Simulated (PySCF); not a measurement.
Molecule: `C[C@H](F)CCF`, C₄H₈F₂.

Molfile (atoms numbered from 1):
```
C4H8F2
     RDKit          3D

 14 13  0  0  0  0  0  0  0  0999 V2000
   -1.4602    0.1974   -0.8558 C   0  0  0  0  0  0  0  0  0  0  0  0
   -0.7370   -0.0573    0.4439 C   0  0  2  0  0  0  0  0  0  0  0  0
   -1.1833    0.8601    1.3848 F   0  0  0  0  0  0  0  0  0  0  0  0
    0.7705    0.0680    0.3459 C   0  0  0  0  0  0  0  0  0  0  0  0
    1.4633   -0.1975    1.6613 C   0  0  0  0  0  0  0  0  0  0  0  0
    1.2252   -1.4915    2.0659 F   0  0  0  0  0  0  0  0  0  0  0  0
   -2.5470    0.1230   -0.7075 H   0  0  0  0  0  0  0  0  0  0  0  0
   -1.1639   -0.5377   -1.6183 H   0  0  0  0  0  0  0  0  0  0  0  0
   -1.2312    1.2063   -1.2317 H   0  0  0  0  0  0  0  0  0  0  0  0
   -0.9861   -1.0592    0.8349 H   0  0  0  0  0  0  0  0  0  0  0  0
    1.0271    1.0855    0.0046 H   0  0  0  0  0  0  0  0  0  0  0  0
    1.1440   -0.6366   -0.4149 H   0  0  0  0  0  0  0  0  0  0  0  0
    1.0791    0.4849    2.4370 H   0  0  0  0  0  0  0  0  0  0  0  0
    2.5531   -0.0547    1.5703 H   0  0  0  0  0  0  0  0  0  0  0  0
  1  2  1  0
  2  3  1  0
  2  4  1  0
  4  5  1  0
  5  6  1  0
  1  7  1  0
  1  8  1  0
  1  9  1  0
  2 10  1  1
  4 11  1  0
  4 12  1  0
  5 13  1  0
  5 14  1  0
M  END
```

Geometry PBE0-D3(BJ)/def2-SVP throughout; GIAO in PySCF, gas phase, one conformer, non-relativistic; equivalent atoms averaged; basis pcSseg-1.

Question: How do the shifts δ (against TMS, CFCl3 at the same level) depend on the functional? (a selection of nuclei; ppm; last column core-seconds on shared hosts with different chips, so compare them loosely; the GGAs took longer than the global hybrids here, which isn't the general rule, and the cause wasn't traced)

Answer: 
| functional | kind | C2 | C5 | C4 | C1 | F6 | H13 | H10 | H14 | H11 | core-s |
| --- | --- | --- | --- | --- | --- | --- | --- | --- | --- | --- | --- |
| HF | Hartree–Fock | 75.6 | 71.6 | 36.7 | 22.0 | -206.4 | 4.57 | 4.44 | 4.26 | 1.17 | 5.8 |
| LDA | LDA | 90.1 | 84.8 | 44.3 | 23.1 | -278.4 | 5.07 | 5.08 | 4.74 | 1.29 | 15 |
| PBE | GGA | 87.6 | 82.5 | 42.9 | 23.5 | -265.5 | 4.95 | 4.94 | 4.61 | 1.25 | 20 |
| BLYP | GGA | 89.0 | 83.7 | 44.2 | 24.2 | -261.7 | 4.96 | 4.93 | 4.61 | 1.25 | 20 |
| BP86 | GGA | 87.7 | 82.6 | 42.7 | 23.7 | -267.2 | 4.95 | 4.94 | 4.61 | 1.27 | 19 |
| OPBE | GGA | 83.6 | 78.8 | 39.6 | 22.5 | -255.3 | 4.86 | 4.88 | 4.54 | 1.27 | 20 |
| KT2 | GGA | 84.9 | 80.0 | 42.0 | 23.1 | -270.2 | 4.90 | 4.89 | 4.57 | 1.26 | 20 |
| KT3 | GGA | 83.9 | 79.0 | 41.0 | 23.0 | -256.3 | 4.84 | 4.84 | 4.50 | 1.25 | 20 |
| B97-D | GGA | 86.3 | 81.2 | 41.8 | 23.6 | -256.4 | 4.93 | 4.92 | 4.58 | 1.28 | 20 |
| B3LYP | global hybrid | 86.3 | 81.1 | 42.3 | 23.6 | -248.2 | 4.84 | 4.79 | 4.50 | 1.24 | 13 |
| PBE0 | global hybrid | 84.2 | 79.3 | 40.7 | 23.0 | -247.8 | 4.80 | 4.76 | 4.48 | 1.23 | 13 |
| mPW1PW91 | global hybrid | 84.2 | 79.4 | 40.5 | 23.0 | -247.0 | 4.78 | 4.75 | 4.46 | 1.24 | 14 |
| WP04 | global hybrid | 88.8 | 82.3 | 40.4 | 23.5 | -238.5 | 4.67 | 4.68 | 4.33 | 1.32 | 12 |
| B97-2 | global hybrid | 83.7 | 78.9 | 40.2 | 23.0 | -244.6 | 4.79 | 4.76 | 4.46 | 1.24 | 9 |
| BHandHLYP | global hybrid | 82.4 | 77.5 | 40.2 | 22.9 | -230.5 | 4.71 | 4.64 | 4.39 | 1.22 | 9 |
| CAM-B3LYP | range-separated hybrid | 85.6 | 80.7 | 41.8 | 23.3 | -239.3 | 4.83 | 4.76 | 4.50 | 1.24 | 14 |
| wB97X-D | range-separated hybrid | 84.3 | 79.5 | 40.5 | 23.3 | -241.4 | 4.77 | 4.71 | 4.45 | 1.23 | 13 |
| LC-wPBE | range-separated hybrid | 83.9 | 79.4 | 39.5 | 22.8 | -229.6 | 4.76 | 4.69 | 4.46 | 1.24 | 17 |

Question: Which nucleus among those listed moves most, in ppm?

Answer: F6 (fluorine on an sp3 carbon): from -278.4 ppm with LDA to -206.4 ppm with HF. The smallest spread is 0.15 ppm, at H11. Proton shifts span only some 12 ppm, so a few tenths of a ppm matter as much there as several ppm in carbon.
